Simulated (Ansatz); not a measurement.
The same path of FH₃OSi (6 atoms, charge 0, multiplicity 1) was run 3 times with different band settings. Lost on the way: Si1–F2, Si1–H3. Made: F2–H3.

Theory: Ansatz, RKS B3LYP-D4/def2-SVP.

Relaxed end points:

```xyz
6
Properties=species:S:1:pos:R:3
Si 0.153 0.027 0.166
F 0.300 0.174 1.779
H 1.510 -0.310 -0.339
H -0.380 1.294 -0.378
O -0.953 -1.142 -0.209
H -0.737 -2.059 0.000
```

```xyz
6
Properties=species:S:1:pos:R:3
Si -0.016 -0.027 -0.761
F 1.247 0.124 1.388
H 2.032 0.011 0.897
H -1.068 0.903 -0.113
O -0.745 -1.506 -0.458
H -1.557 -1.520 0.066
```

Common settings: movable images 7; climbing image yes; optimiser quadratic models (default); start path through a guess of the saddle point; force threshold 0.05 eV/Å; iteration limit 60; end points relaxed.

| run | spring |
| --- | --- |
| 1 | 5.0 eV/Å² |
| 2 | 50.0 eV/Å² |
| 3 | 0.5 eV/Å² |

(1) What does each run give, and how far can it be trusted?

Answers

(1) Run 1: converged after 11 iterations, highest image 3.618 eV above the first end. The profile has 2 maxima (images 1, 6) with wells between them (image 3): this band takes more than one step, which may be the mechanism or a detour left from its start path. Neighbouring images differ by up to 1.7 eV, so the band resolves the path poorly. A vibrational analysis at the climbing image gives one clearly imaginary mode, 1209i cm⁻¹: a first-order saddle point.
Run 2: converged after 12 iterations, highest image 3.618 eV above the first end. The profile has 2 maxima (images 1, 6) with wells between them (image 3): this band takes more than one step, which may be the mechanism or a detour left from its start path. Neighbouring images differ by up to 1.7 eV, so the band resolves the path poorly. Another band between the same ends (7 images) ends at a top of the same energy, where a vibrational analysis finds 1 clearly imaginary mode.
Run 3: converged after 11 iterations, highest image 3.618 eV above the first end. The profile has 2 maxima (images 1, 6) with wells between them (image 3): this band takes more than one step, which may be the mechanism or a detour left from its start path. Neighbouring images differ by up to 1.7 eV, so the band resolves the path poorly. Another band between the same ends (7 images) ends at a top of the same energy, where a vibrational analysis finds 1 clearly imaginary mode.
The orbitals stay closed-shell, which can raise the energy where a bond breaks towards radicals; this wasn't checked here.
